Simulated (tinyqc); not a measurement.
Inside a calculation (part 1 of 2). Method: ROHF in the sto-3g basis, for BH2, spin multiplicity 2. Computed by tinyqc, a small Python program that keeps every step (integrals from PySCF). Settings: charge = 0, multiplicity = 2, basis = sto-3g, energy threshold = 1e-08, iteration cap = 58, orthogonalisation = symmetric, start = atomic densities, DIIS depth = 4, method = ROHF. Command: `OMP_NUM_THREADS=1 python tinyqc.py 29013 29014 out.jsonl` (the two numbers bound the seeds that draw the settings). One thread of a shared host (Intel(R) Xeon(R) Processor @ 2.60GHz), about 0.1 s of CPU time with the checks. Later iterations appear only in the table of the cycle.

## One-electron integrals

Geometry (angstrom):
```
atom        x         y        z
B     0.00000   0.00000  0.00000
H     0.00000   1.36900  0.65000
H     0.00000  -1.34400  0.63800
```

Basis sto-3g: exponents (1/bohr^2) and contraction coefficients of normalised primitives:
```
element  l (shell)  exponent  coefficient
B            s (1)  48.79111      0.15433
B            s (1)   8.88736      0.53533
B            s (1)   2.40527      0.44463
B            s (2)   2.23696     -0.09997
B            s (2)   0.51982      0.39951
B            s (2)   0.16906      0.70012
B            p (3)   2.23696      0.15592
B            p (3)   0.51982      0.60768
B            p (3)   0.16906      0.39196
H            s (1)   3.42525      0.15433
H            s (1)   0.62391      0.53533
H            s (1)   0.16886      0.44463
```

Overlap, kinetic and nuclear-attraction integrals over the contracted functions; the nuclear repulsion is the sum of Za Zb / Rab.

nuclear repulsion = 3.7194200 hartree

overlap S:
```
          1B 1s    1B 2s   1B 2px    1B 2py   1B 2pz    2H 1s     3H 1s
1B 1s   1.00000  0.26933  0.00000   0.00000  0.00000  0.03205   0.03407
1B 2s   0.26933  1.00000  0.00000   0.00000  0.00000  0.32321   0.33487
1B 2px  0.00000  0.00000  1.00000   0.00000  0.00000  0.00000   0.00000
1B 2py  0.00000  0.00000  0.00000   1.00000  0.00000  0.33267  -0.34206
1B 2pz  0.00000  0.00000  0.00000   0.00000  1.00000  0.15795   0.16238
2H 1s   0.03205  0.32321  0.00000   0.33267  0.15795  1.00000   0.03285
3H 1s   0.03407  0.33487  0.00000  -0.34206  0.16238  0.03285   1.00000
```

kinetic energy T (hartree):
```
           1B 1s     1B 2s   1B 2px    1B 2py   1B 2pz     2H 1s     3H 1s
1B 1s   10.82630  -0.04797  0.00000   0.00000  0.00000  -0.00937  -0.00998
1B 2s   -0.04797   0.35917  0.00000   0.00000  0.00000   0.02772   0.03142
1B 2px   0.00000   0.00000  1.12388   0.00000  0.00000   0.00000   0.00000
1B 2py   0.00000   0.00000  0.00000   1.12388  0.00000   0.09062  -0.09802
1B 2pz   0.00000   0.00000  0.00000   0.00000  1.12388   0.04303   0.04653
2H 1s   -0.00937   0.02772  0.00000   0.09062  0.04303   0.76003  -0.00911
3H 1s   -0.00998   0.03142  0.00000  -0.09802  0.04653  -0.00911   0.76003
```

nuclear attraction V (hartree):
```
            1B 1s     1B 2s    1B 2px    1B 2py    1B 2pz     2H 1s     3H 1s
1B 1s   -23.85226  -3.32920   0.00000   0.00039  -0.01001  -0.39781  -0.42287
1B 2s    -3.32920  -4.46943   0.00000   0.00320  -0.09689  -1.17081  -1.22332
1B 2px    0.00000   0.00000  -4.38851   0.00000   0.00000   0.00000   0.00000
1B 2py    0.00039   0.00320   0.00000  -4.51135   0.00125  -1.12531   1.16868
1B 2pz   -0.01001  -0.09689   0.00000   0.00125  -4.41620  -0.54583  -0.56662
2H 1s    -0.39781  -1.17081   0.00000  -1.12531  -0.54583  -3.16096  -0.11754
3H 1s    -0.42287  -1.22332   0.00000   1.16868  -0.56662  -0.11754  -3.19253
```

core Hamiltonian H = T + V (hartree):
```
            1B 1s     1B 2s    1B 2px    1B 2py    1B 2pz     2H 1s     3H 1s
1B 1s   -13.02596  -3.37717   0.00000   0.00039  -0.01001  -0.40718  -0.43285
1B 2s    -3.37717  -4.11027   0.00000   0.00320  -0.09689  -1.14309  -1.19190
1B 2px    0.00000   0.00000  -3.26463   0.00000   0.00000   0.00000   0.00000
1B 2py    0.00039   0.00320   0.00000  -3.38747   0.00125  -1.03469   1.07066
1B 2pz   -0.01001  -0.09689   0.00000   0.00125  -3.29232  -0.50280  -0.52009
2H 1s    -0.40718  -1.14309   0.00000  -1.03469  -0.50280  -2.40093  -0.12665
3H 1s    -0.43285  -1.19190   0.00000   1.07066  -0.52009  -0.12665  -2.43250
```

## Two-electron integrals

Functions are numbered as in S; the eight-fold symmetry (ij|kl) = (ji|kl) = (kl|ij) leaves the list below.

Two-electron integrals (ij|kl) in chemists' order, unique and non-zero (hartree):
```
(11|11) 2.92351    (21|11) 0.51838    (21|21) 0.10926    (22|11) 0.74423
(22|21) 0.19318    (22|22) 0.54480    (31|31) 0.02026    (32|31) 0.03000
(32|32) 0.12035    (33|11) 0.74249    (33|21) 0.19324    (33|22) 0.54468
(33|33) 0.58677    (41|41) 0.02026    (42|41) 0.03000    (42|42) 0.12035
(43|43) 0.03163    (44|11) 0.74249    (44|21) 0.19324    (44|22) 0.54468
(44|33) 0.52351    (44|44) 0.58677    (51|51) 0.02026    (52|51) 0.03000
(52|52) 0.12035    (53|53) 0.03163    (54|54) 0.03163    (55|11) 0.74249
(55|21) 0.19324    (55|22) 0.54468    (55|33) 0.52351    (55|44) 0.52351
(55|55) 0.58677    (61|11) 0.06137    (61|21) 0.01289    (61|22) 0.02290
(61|33) 0.02280    (61|41) 0.00081    (61|42) 0.00151    (61|44) 0.02306
(61|51) 0.00039    (61|52) 0.00072    (61|54) 0.00012    (61|55) 0.02286
(61|61) 0.00157    (62|11) 0.17234    (62|21) 0.04557    (62|22) 0.14471
(62|33) 0.14037    (62|41) 0.00448    (62|42) 0.02920    (62|44) 0.15087
(62|51) 0.00213    (62|52) 0.01386    (62|54) 0.00498    (62|55) 0.14274
(62|61) 0.00574    (62|62) 0.05719    (63|31) 0.00419    (63|32) 0.02046
(63|43) 0.00521    (63|53) 0.00247    (63|63) 0.00565    (64|11) 0.15533
(64|21) 0.04157    (64|22) 0.13917    (64|33) 0.13198    (64|41) 0.00761
(64|42) 0.04554    (64|44) 0.15138    (64|51) 0.00162    (64|52) 0.01190
(64|54) 0.00674    (64|55) 0.13400    (64|61) 0.00544    (64|62) 0.06402
(64|64) 0.07585    (65|11) 0.07375    (65|21) 0.01974    (65|22) 0.06608
(65|33) 0.06266    (65|41) 0.00162    (65|42) 0.01190    (65|44) 0.06693
(65|51) 0.00496    (65|52) 0.02612    (65|54) 0.00723    (65|55) 0.06857
(65|61) 0.00258    (65|62) 0.03040    (65|64) 0.03333    (65|65) 0.02148
(66|11) 0.34771    (66|21) 0.09353    (66|22) 0.33734    (66|33) 0.31870
(66|41) 0.00995    (66|42) 0.08874    (66|44) 0.36393    (66|51) 0.00473
(66|52) 0.04214    (66|54) 0.02147    (66|55) 0.32890    (66|61) 0.01190
(66|62) 0.17978    (66|64) 0.21707    (66|65) 0.10307    (66|66) 0.77461
(71|11) 0.06523    (71|21) 0.01371    (71|22) 0.02435    (71|33) 0.02424
(71|41) -0.00087   (71|42) -0.00161   (71|44) 0.02451    (71|51) 0.00041
(71|52) 0.00077    (71|54) -0.00013   (71|55) 0.02430    (71|61) 0.00159
(71|62) 0.00555    (71|64) 0.00488    (71|65) 0.00252    (71|66) 0.01137
(71|71) 0.00177    (72|11) 0.18027    (72|21) 0.04765    (72|22) 0.15094
(72|33) 0.14643    (72|41) -0.00469   (72|42) -0.03037   (72|44) 0.15735
(72|51) 0.00223    (72|52) 0.01442    (72|54) -0.00518   (72|55) 0.14889
(72|61) 0.00546    (72|62) 0.03565    (72|64) 0.03068    (72|65) 0.01856
(72|66) 0.08270    (72|71) 0.00638    (72|72) 0.06166    (73|31) 0.00442
(73|32) 0.02150    (73|43) -0.00544   (73|53) 0.00258    (73|63) 0.00310
(73|73) 0.00617    (74|11) -0.16134   (74|21) -0.04317   (74|22) -0.14421
(74|33) -0.13672   (74|41) 0.00800    (74|42) 0.04749    (74|44) -0.15692
(74|51) -0.00170   (74|52) -0.01233   (74|54) 0.00701    (74|55) -0.13882
(74|61) -0.00476   (74|62) -0.03039   (74|64) -0.02412   (74|65) -0.01560
(74|66) -0.06958   (74|71) -0.00601   (74|72) -0.06862   (74|74) 0.08097
(75|11) 0.07659    (75|21) 0.02049    (75|22) 0.06846    (75|33) 0.06490
(75|41) -0.00170   (75|42) -0.01233   (75|44) 0.06933    (75|51) 0.00523
(75|52) 0.02736    (75|54) -0.00754   (75|55) 0.07106    (75|61) 0.00246
(75|62) 0.01846    (75|64) 0.01565    (75|65) 0.01249    (75|66) 0.04432
(75|71) 0.00285    (75|72) 0.03257    (75|74) -0.03551   (75|75) 0.02303
(76|11) 0.01770    (76|21) 0.00467    (76|22) 0.01481    (76|33) 0.01443
(76|41) 3.27e-06   (76|42) 3.02e-05   (76|44) 0.01490    (76|51) 0.00039
(76|52) 0.00253    (76|54) 6.46e-06   (76|55) 0.01510    (76|61) 0.00057
(76|62) 0.00469    (76|64) 0.00463    (76|65) 0.00273    (76|66) 0.01274
(76|71) 0.00060    (76|72) 0.00484    (76|74) -0.00474   (76|75) 0.00281
(76|76) 0.00051    (77|11) 0.35400    (77|21) 0.09521    (77|22) 0.34254
(77|33) 0.32340    (77|41) -0.01029   (77|42) -0.09084   (77|44) 0.36987
(77|51) 0.00488    (77|52) 0.04312    (77|54) -0.02206   (77|55) 0.33387
(77|61) 0.01089    (77|62) 0.08036    (77|64) 0.06817    (77|65) 0.04333
(77|66) 0.19501    (77|71) 0.01289    (77|72) 0.18754    (77|74) -0.22528
(77|75) 0.10694    (77|76) 0.01274    (77|77) 0.77461
```

## Orthogonalisation

S = U s U^T; symmetric (Loewdin) form X = U s^(-1/2) U^T, so that X^T S X = 1.

eigenvalues of S: 0.45590  0.50720  0.87735  1.00000  1.09213  1.46057  1.60684

X:
```
           1B 1s     1B 2s   1B 2px    1B 2py    1B 2pz     2H 1s     3H 1s
1B 1s    1.03082  -0.15509  0.00000   0.00042  -0.00653   0.02188   0.02253
1B 2s   -0.15509   1.13417  0.00000  -0.00411   0.04964  -0.19485  -0.20461
1B 2px   0.00000   0.00000  1.00000   0.00000   0.00000   0.00000   0.00000
1B 2py   0.00042  -0.00411  0.00000   1.10655  -0.00175  -0.20029   0.20840
1B 2pz  -0.00653   0.04964  0.00000  -0.00175   1.02338  -0.09259  -0.09650
2H 1s    0.02188  -0.19485  0.00000  -0.20029  -0.09259   1.11111  -0.01092
3H 1s    0.02253  -0.20461  0.00000   0.20840  -0.09650  -0.01092   1.11997
```

## Starting guess

The start is atomic minimal-basis densities projected into this basis (PySCF's MINAO start) and scaled to the electron count of each spin; this density is not idempotent, so its energy is not variational and may lie below the converged one.

D(alpha) at the start:
```
           1B 1s     1B 2s   1B 2px    1B 2py    1B 2pz     2H 1s     3H 1s
1B 1s    1.24122  -0.31264  0.00000  -0.00029   0.00668  -0.02046  -0.02071
1B 2s   -0.31264   1.16981  0.00000   0.00089  -0.02099   0.07575   0.07669
1B 2px   0.00000   0.00000  0.18303   0.00000   0.00000   0.00000   0.00000
1B 2py  -0.00029   0.00089  0.00000   0.15660   0.00021   0.02950  -0.02935
1B 2pz   0.00668  -0.02099  0.00000   0.00021   0.17719   0.01244   0.01238
2H 1s   -0.02046   0.07575  0.00000   0.02950   0.01244   0.54786   0.00859
3H 1s   -0.02071   0.07669  0.00000  -0.02935   0.01238   0.00859   0.54685
```

D(beta) at the start:
```
           1B 1s     1B 2s   1B 2px    1B 2py    1B 2pz     2H 1s     3H 1s
1B 1s    0.93092  -0.23448  0.00000  -0.00022   0.00501  -0.01535  -0.01553
1B 2s   -0.23448   0.87736  0.00000   0.00067  -0.01574   0.05681   0.05752
1B 2px   0.00000   0.00000  0.13727   0.00000   0.00000   0.00000   0.00000
1B 2py  -0.00022   0.00067  0.00000   0.11745   0.00015   0.02213  -0.02201
1B 2pz   0.00501  -0.01574  0.00000   0.00015   0.13289   0.00933   0.00929
2H 1s   -0.01535   0.05681  0.00000   0.02213   0.00933   0.41089   0.00644
3H 1s   -0.01553   0.05752  0.00000  -0.02201   0.00929   0.00644   0.41014
```

## Iteration 1: building the Fock matrix

J_ij = sum D_kl (ij|kl) with D = D(alpha) + D(beta), K_ij = sum D_kl (ik|jl) for each spin; F = H + J - K(s); E = tr D H + tr D J / 2 - 0.5 sum_s tr D(s) K(s) + E_nn.

Coulomb J (hartree):
```
           1B 1s     1B 2s   1B 2px    1B 2py    1B 2pz    2H 1s     3H 1s
1B 1s    8.77493   1.79103  0.00000  -0.00034   0.00938  0.21261   0.22605
1B 2s    1.79103   3.77532  0.00000  -0.00210   0.08586  1.03561   1.08002
1B 2px   0.00000   0.00000  3.73198   0.00000   0.00000  0.00000   0.00000
1B 2py  -0.00034  -0.00210  0.00000   3.82704  -0.00061  1.01185  -1.04843
1B 2pz   0.00938   0.08586  0.00000  -0.00061   3.75338  0.49134   0.50895
2H 1s    0.21261   1.03561  0.00000   1.01185   0.49134  2.67844   0.10497
3H 1s    0.22605   1.08002  0.00000  -1.04843   0.50895  0.10497   2.70641
```

exchange K(alpha) (hartree):
```
           1B 1s     1B 2s   1B 2px    1B 2py    1B 2pz    2H 1s     3H 1s
1B 1s    3.44371   0.62813  0.00000  -0.00039   0.00431  0.08258   0.08781
1B 2s    0.62813   0.82546  0.00000  -0.00273   0.03910  0.31616   0.32890
1B 2px   0.00000   0.00000  0.27845   0.00000   0.00000  0.00000   0.00000
1B 2py  -0.00039  -0.00273  0.00000   0.36790  -0.00125  0.19761  -0.20479
1B 2pz   0.00431   0.03910  0.00000  -0.00125   0.29853  0.09731   0.10060
2H 1s    0.08258   0.31616  0.00000   0.19761   0.09731  0.54835   0.06418
3H 1s    0.08781   0.32890  0.00000  -0.20479   0.10060  0.06418   0.55547
```

exchange K(beta) (hartree):
```
           1B 1s     1B 2s   1B 2px    1B 2py    1B 2pz    2H 1s     3H 1s
1B 1s    2.58278   0.47110  0.00000  -0.00029   0.00323  0.06193   0.06586
1B 2s    0.47110   0.61909  0.00000  -0.00205   0.02933  0.23712   0.24668
1B 2px   0.00000   0.00000  0.20884   0.00000   0.00000  0.00000   0.00000
1B 2py  -0.00029  -0.00205  0.00000   0.27593  -0.00094  0.14821  -0.15359
1B 2pz   0.00323   0.02933  0.00000  -0.00094   0.22390  0.07298   0.07545
2H 1s    0.06193   0.23712  0.00000   0.14821   0.07298  0.41126   0.04813
3H 1s    0.06586   0.24668  0.00000  -0.15359   0.07545  0.04813   0.41660
```

F(alpha) (hartree):
```
           1B 1s     1B 2s   1B 2px    1B 2py    1B 2pz     2H 1s     3H 1s
1B 1s   -7.69473  -2.21427  0.00000   0.00044  -0.00495  -0.27714  -0.29461
1B 2s   -2.21427  -1.16040  0.00000   0.00383  -0.05013  -0.42365  -0.44078
1B 2px   0.00000   0.00000  0.18890   0.00000   0.00000   0.00000   0.00000
1B 2py   0.00044   0.00383  0.00000   0.07167   0.00189  -0.22045   0.22702
1B 2pz  -0.00495  -0.05013  0.00000   0.00189   0.16253  -0.10877  -0.11175
2H 1s   -0.27714  -0.42365  0.00000  -0.22045  -0.10877  -0.27084  -0.08585
3H 1s   -0.29461  -0.44078  0.00000   0.22702  -0.11175  -0.08585  -0.28155
```

F(beta) (hartree):
```
           1B 1s     1B 2s   1B 2px    1B 2py    1B 2pz     2H 1s     3H 1s
1B 1s   -6.83381  -2.05724  0.00000   0.00035  -0.00387  -0.25650  -0.27266
1B 2s   -2.05724  -0.95404  0.00000   0.00315  -0.04036  -0.34460  -0.35856
1B 2px   0.00000   0.00000  0.25851   0.00000   0.00000   0.00000   0.00000
1B 2py   0.00035   0.00315  0.00000   0.16364   0.00158  -0.17105   0.17583
1B 2pz  -0.00387  -0.04036  0.00000   0.00158   0.23716  -0.08444  -0.08659
2H 1s   -0.25650  -0.34460  0.00000  -0.17105  -0.08444  -0.13376  -0.06981
3H 1s   -0.27266  -0.35856  0.00000   0.17583  -0.08659  -0.06981  -0.14268
```

total energy of this density = -25.1271046 hartree

This density is the starting one; it is not idempotent, so its energy is not variational and may lie below the converged one.

## Iteration 1: Roothaan effective Fock matrix

With projectors Pc = D(beta) S, Po = (D(alpha) - D(beta)) S, Pv = 1 - D(alpha) S, the block xy is Px^T F Py; with Fc = (F(alpha) + F(beta))/2, the blocks are Fc for cc, oo, vv and cv, F(beta) for co and F(alpha) for ov.

effective F (hartree):
```
           1B 1s     1B 2s   1B 2px    1B 2py    1B 2pz     2H 1s     3H 1s
1B 1s   -7.00840  -2.08134  0.00000   0.00022  -0.00235  -0.26371  -0.27997
1B 2s   -2.08134  -0.95940  0.00000   0.00298  -0.03663  -0.33409  -0.34799
1B 2px   0.00000   0.00000  0.22154   0.00000   0.00000   0.00000   0.00000
1B 2py   0.00022   0.00298  0.00000   0.11758   0.00169  -0.19511   0.20033
1B 2pz  -0.00235  -0.03663  0.00000   0.00169   0.19851  -0.09261  -0.09506
2H 1s   -0.26371  -0.33409  0.00000  -0.19511  -0.09261  -0.17475  -0.05093
3H 1s   -0.27997  -0.34799  0.00000   0.20033  -0.09506  -0.05093  -0.18287
```

## Iteration 1: diagonalisation and new density

Diagonalise F' = X^T F X, C = X C', fill 4 alpha and 3 beta electrons from the bottom; D(s) = C_occ C_occ^T. Each column has its largest component positive (the first on a tie).

F' = X^T F X (hartree):
```
          1         2        3         4         5         6         7
1  -6.82512  -1.11674  0.00000   0.00056  -0.01309  -0.00592  -0.00933
2  -1.11674  -0.41325  0.00000  -0.00287   0.03999  -0.23013  -0.24111
3   0.00000   0.00000  0.22154   0.00000   0.00000   0.00000   0.00000
4   0.00056  -0.00287  0.00000   0.31215  -0.00115  -0.25577   0.26450
5  -0.01309   0.03999  0.00000  -0.00115   0.24084  -0.11620  -0.12045
6  -0.00592  -0.23013  0.00000  -0.25577  -0.11620   0.00591  -0.02111
7  -0.00933  -0.24111  0.00000   0.26450  -0.12045  -0.02111   0.01125
```

orbital energies (hartree): MO1 -7.01469, MO2 -0.46796, MO3 -0.22307, MO4 0.07677, MO5 0.22154, MO6 0.39532, MO7 0.56543

coefficients C:
```
             MO1       MO2       MO3       MO4      MO5       MO6       MO7
1B 1s    0.99061  -0.24516  -0.00347  -0.16777  0.00000  -0.13429   0.00884
1B 2s    0.03416   0.74051   0.01396   0.68595  0.00000   0.60866  -0.04453
1B 2px   0.00000   0.00000   0.00000   0.00000  1.00000   0.00000   0.00000
1B 2py  -0.00012  -0.00540   0.38853   0.00738  0.00000   0.04665   1.07461
1B 2pz   0.00169   0.05701  -0.00017  -0.59715  0.00000   0.84052  -0.03716
2H 1s   -0.00413   0.29443   0.54813  -0.46220  0.00000  -0.61907  -0.58120
3H 1s   -0.00426   0.31110  -0.53315  -0.45581  0.00000  -0.57353   0.65713
```

D(alpha) after iteration 1:
```
           1B 1s     1B 2s   1B 2px    1B 2py    1B 2pz     2H 1s     3H 1s
1B 1s    1.06957  -0.26283  0.00000  -0.00138   0.08788  -0.00063  -0.00217
1B 2s   -0.26283   1.02025  0.00000   0.00648  -0.36734  -0.09151  -0.08988
1B 2px   0.00000   0.00000  0.00000   0.00000   0.00000   0.00000   0.00000
1B 2py  -0.00138   0.00648  0.00000   0.15104  -0.00478   0.20797  -0.21219
1B 2pz   0.08788  -0.36734  0.00000  -0.00478   0.35984   0.29269   0.29000
2H 1s   -0.00063  -0.09151  0.00000   0.20797   0.29269   0.60078   0.01006
3H 1s   -0.00217  -0.08988  0.00000  -0.21219   0.29000   0.01006   0.58881
```

D(beta) after iteration 1:
```
           1B 1s     1B 2s   1B 2px    1B 2py    1B 2pz     2H 1s     3H 1s
1B 1s    1.04142  -0.14775  0.00000  -0.00014  -0.01230  -0.07817  -0.07863
1B 2s   -0.14775   0.54972  0.00000   0.00142   0.04227   0.22554   0.22278
1B 2px   0.00000   0.00000  0.00000   0.00000   0.00000   0.00000   0.00000
1B 2py  -0.00014   0.00142  0.00000   0.15099  -0.00037   0.21137  -0.20882
1B 2pz  -0.01230   0.04227  0.00000  -0.00037   0.00325   0.01669   0.01782
2H 1s   -0.07817   0.22554  0.00000   0.21137   0.01669   0.38715  -0.20062
3H 1s   -0.07863   0.22278  0.00000  -0.20882   0.01782  -0.20062   0.38105
```
